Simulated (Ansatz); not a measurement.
in.yaml

```yaml
crystal:
  periodic: [false, false, false]
  atoms:
    - {symbol: Ge, position_ang: [0.019165, 0.000000, 1.227623]}
    - {symbol: Ge, position_ang: [0.019165, 0.000000, -1.227623]}
    - {symbol: H, position_ang: [-0.690593, 1.252282, 1.800430]}
    - {symbol: H, position_ang: [-0.690593, -1.252282, 1.800430]}
    - {symbol: H, position_ang: [-0.690593, 1.252282, -1.800430]}
    - {symbol: H, position_ang: [-0.690593, -1.252282, -1.800430]}
basis:
  gaussian: {orbitals: STO-3G}
magnetization: {spin_polarized: true, initial_magnetization: 4}
correlation: {method: bccd_t, electrons: valence, diis_vectors: 2}
output: {forces: true}
```

```sh
$ ansatz run in.yaml --threads 1 --pin off --events-out ev --progress --plain --max-ram 2393MiB
```

Log:

```
409 factors; integrals over basis functions are off by at most 2.8e-5 eV
mean field evaluation 1: about -111713.1981 eV, gradient 6.5e0 eV
mean field evaluation 2: about -111713.2189 eV, gradient 6.5e0 eV
mean field evaluation 4: about -111714.3287 eV, gradient 1.5e0 eV
mean field evaluation 8: about -111714.4204 eV, gradient 8.1e-3 eV
mean field evaluation 16: about -111714.3890 eV, gradient 7.2e-1 eV
mean field evaluation 32: about -111711.0536 eV, gradient 1.6e-1 eV
mean field -111714.42042368 eV, -4105.4292278164 hartree, gradient 2.6e-6 eV, S^2 6.009162; 2 other end points of the search recorded, 0 dependent functions left out
determinant -111714.42042368 eV, -4105.4292278164 hartree, with singles and doubles -111716.63924401 eV, -4105.5107679595 hartree
determinant -111711.55856635 eV, -4105.3240564993 hartree, with singles and doubles -111714.48173113 eV, -4105.4314808235 hartree
determinant -111711.05324226 eV, -4105.3054861815 hartree, with singles and doubles -111714.16333571 eV, -4105.4197800078 hartree
18 core orbitals not correlated: weight in the atoms' cores, before any rotation towards them, 1.000 or more for the frozen orbitals, at most 0.000 for the correlated occupied ones
reference -111714.42042368 eV, -4105.4292278164 hartree; 18, 14 occupied and 4, 8 virtual orbitals, 409 factors
second order -1.38185104 eV of doubles, -0.00000000 eV of singles
cycle   1  -2.21882772 eV  change   -7.4e-6 eV  update   2.5e-3
cycle   2  -2.21816842 eV  change    6.6e-4 eV  update   1.2e-3
cycle   3  -2.21774580 eV  change    4.2e-4 eV  update   8.2e-4
cycle   4  -2.21759987 eV  change    1.5e-4 eV  update   6.0e-4
...
cycle  19  -2.21827493 eV  change   -1.0e-6 eV  update   7.8e-6
cycle  20  -2.21827627 eV  change   -1.3e-6 eV  update   5.5e-6
cycle  21  -2.21827745 eV  change   -1.2e-6 eV  update   4.0e-6
cycle  22  -2.21827826 eV  change   -8.2e-7 eV  update   3.1e-6
cycle  23  -2.21827902 eV  change   -7.6e-7 eV  update   2.6e-6
cycle  24  -2.21827961 eV  change   -5.9e-7 eV  update   2.2e-6
cycle  25  -2.21828002 eV  change   -4.1e-7 eV  update   1.9e-6
cycle  26  -2.21828048 eV  change   -4.6e-7 eV  update   1.6e-6
cycle  27  -2.21828074 eV  change   -2.6e-7 eV  update   1.2e-6
perturbative correction -0.02488210 eV, -0.0009144003 hartree
the calculation of the forces begins
mean field evaluation 64: about -111714.4204 eV, gradient 2.6e-6 eV
Total energy: -111716.66358652 eV, -4105.5116625302 hartree
Atom 0 at     0.019165     0.000000     1.227623 Å, force    -2.147397     0.000000    11.250568 eV/Å
Atom 1 at     0.019165     0.000000    -1.227623 Å, force    -2.147397     0.000000   -11.250568 eV/Å
Atom 2 at    -0.690593     1.252282     1.800430 Å, force     1.073699    -1.116652    -0.570936 eV/Å
Atom 3 at    -0.690593    -1.252282     1.800430 Å, force     1.073699     1.116652    -0.570936 eV/Å
Atom 4 at    -0.690593     1.252282    -1.800430 Å, force     1.073699    -1.116652     0.570936 eV/Å
Atom 5 at    -0.690593    -1.252282    -1.800430 Å, force     1.073699     1.116652     0.570936 eV/Å
Dipole moment:     0.238643    -0.000000    -0.000000 e Å
```

Forces (eV/Å):
```
Ge   -2.147   0.000  11.251
Ge   -2.147   0.000 -11.251
H     1.074  -1.117  -0.571
H     1.074   1.117  -0.571
H     1.074  -1.117   0.571
H     1.074   1.117   0.571
```

Ran on 1 thread of Arm Neoverse V2, shared host: 3.7 s wall, 0.12 GiB peak host memory.
